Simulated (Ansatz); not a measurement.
# C2F+ (quintet): the correlation ladder, def2-QZVPP

The task here is to estimate one member of a computed series from the others.

The runs use Ansatz 0.2.0, Gaussian basis; def2-QZVPP, core rule «outside noble gas», up to 3 orbitals frozen.

Plan: UHF; ROHF; CCSD(T) on UHF.

## The system

The geometry is a PBE0/def2-TZVP stationary point (not a proven minimum) of the parent state, kept for this charge and spin.

3 atoms, charge 1, spin multiplicity 5.

Atoms are counted from 1 here; the program's logs count them from 0.

Bond lengths: C1–C2 1.444 Å, C2–F3 1.292 Å. Angles: C1–C2–F3 117.8°.

Coordinates:

```xyz
3
charge 1, multiplicity 5
C     0.0000   -0.2306    1.3824
C     0.0000    0.5040    0.1387
F     0.0000   -0.1728   -0.9617
```

Set-up of the first run:

File in.yaml:

```yaml
crystal:
  periodic: [false, false, false]
  atoms:
    - {symbol: C, position_ang: [0.000000, -0.230648, 1.382426]}
    - {symbol: C, position_ang: [0.000000, 0.503978, 0.138719]}
    - {symbol: F, position_ang: [0.000000, -0.172798, -0.961661]}
basis:
  gaussian: {orbitals: "def2-QZVPP.json"}
total_charge: 1
magnetization: {spin_polarized: true, initial_magnetization: 4}
hamiltonian: {xc: hf}
output: {orbitals: {seedname: orbitals}}
```

On the command line:

```sh
> ansatz run in.yaml --threads 1 --pin off --events-out ev --progress --plain --max-ram 2393MiB
```

Steps of the session up to this table: UHF; ROHF; CCSD(T) on UHF.

One of the session's tables, all rows but one given; the rest of the session is left out.

| method | from UCCSD(T) (kJ/mol) |
| --- | --- |
| ROHF | ? |
| UHF | +1248.2 |
| UMP2 | +90.2 |
| UCCSD | +51.0 |
| UCCSD(T) | 0 |

**Question.** Estimate the row for ROHF.

**Answer.** from UCCSD(T) (kJ/mol): +1256.9. In the column «from UCCSD(T) (kJ/mol)» it is the highest.
